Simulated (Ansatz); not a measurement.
# C2H2OS: vertical ionisation energy

The task here is to estimate one member of a computed series from the others.

Method: unrestricted cation, the program's frozen cores in correlated methods; program: Ansatz 0.2.0, Gaussian basis.

Plan: UKS PBE-D4/def2-TZVPP; UKS r2SCAN-D4/def2-TZVPP; UKS PBE0-D4/def2-TZVPP; UKS B3LYP-D4/def2-TZVPP; UKS wB97X-V/def2-TZVPP; UKS wB97M-V/def2-TZVPP; UKS B2PLYP/def2-TZVPP; UHF-CCSD(T)/def2-TZVPP; UHF-MP2/def2-QZVPP; extrapolation to the limit; then −ε(HOMO) from the neutral's earlier runs with LDA (SPW92), PBE-D4, revPBE-D4, BLYP-D4, r2SCAN-D4, B97M-V, PBE0-D4, B3LYP-D4, r2SCANh-D4, r2SCAN0-D4, HSE06-D4, BHLYP-D4, CAM-B3LYP-D4, LC-ωPBE, ωB97X-V, ωB97M-V.

### The geometry

The geometry comes from an earlier relaxation with PBE0-D4 in a triple-zeta def2 set; it is a stationary point.

SMILES `OC1=CS1`, 6 atoms, charge 0, spin multiplicity 1.

Atoms are counted from 1 here; the program's logs count them from 0.

Bond lengths: O1–C2 1.314 Å, O1–H5 0.966 Å, C2–C3 1.281 Å, C2–S4 1.770 Å, C3–S4 1.886 Å, C3–H6 1.071 Å. Angles: C2–O1–H5 109.3°, O1–C2–C3 151.3°, O1–C2–S4 134.2°, C3–C2–S4 74.5°, C2–C3–S4 64.7°, C2–C3–H6 157.0°, S4–C3–H6 138.3°, C2–S4–C3 40.9°.

The first run:

File in.yaml:

```yaml
crystal:
  periodic: [false, false, false]
  atoms:
    - {symbol: O, position_ang: [-0.562308, 0.491108, -1.347950]}
    - {symbol: C, position_ang: [-0.080975, -0.157049, -0.311547]}
    - {symbol: C, position_ang: [0.362441, -0.184269, 0.889872]}
    - {symbol: S, position_ang: [0.305957, -1.853231, 0.012912]}
    - {symbol: H, position_ang: [-0.632337, 1.430380, -1.133634]}
    - {symbol: H, position_ang: [0.649321, 0.209061, 1.844148]}
basis:
  gaussian: {orbitals: def2-TZVPP}
total_charge: 1
magnetization: {spin_polarized: true, initial_magnetization: 1}
hamiltonian: {xc: pbe, dispersion: d4}
```

Command:

```bash
ansatz run in.yaml --threads 2 --pin off --events-out ev --progress --plain --max-ram 4352MiB
```

Among the steps run: Cation, UKS PBE-D4/def2-TZVPP; Cation, UKS r2SCAN-D4/def2-TZVPP; Cation, UKS PBE0-D4/def2-TZVPP; Cation, UKS B3LYP-D4/def2-TZVPP; Cation, UKS wB97X-V/def2-TZVPP; Cation, UKS wB97M-V/def2-TZVPP; Cation, UKS B2PLYP (frozen core)/def2-TZVPP; Cation, UHF-CCSD(T)/def2-TZVPP; Cation, UHF-MP2/def2-QZVPP.

One of the session's tables, all rows but one given; the rest of the session is left out.

It belongs to the step «Ionisation energies side by side». Orbital estimates, from the neutral's runs:

| functional | −ε(HOMO) (eV) |
| --- | --- |
| LDA (SPW92) | 4.33 |
| PBE-D4 | 4.18 |
| revPBE-D4 | ? |
| BLYP-D4 | 4.05 |
| r2SCAN-D4 | 4.35 |
| B97M-V | 4.39 |
| PBE0-D4 | 5.35 |
| B3LYP-D4 | 5.15 |
| r2SCANh-D4 | 4.79 |
| r2SCAN0-D4 | 5.46 |
| HSE06-D4 | 4.95 |
| BHLYP-D4 | 6.40 |
| CAM-B3LYP-D4 | 6.70 |
| LC-ωPBE | 8.07 |
| ωB97X-V | 7.69 |
| ωB97M-V | 7.54 |

Estimate the missing values for revPBE-D4.

**Answer.** −ε(HOMO) (eV): 4.13. In the column «−ε(HOMO) (eV)» it lies between BLYP-D4 (4.05) and PBE-D4 (4.18).

Caveats from the session: The cation may have settled in a state other than its lowest; no search over hole states beyond the program's own was made.
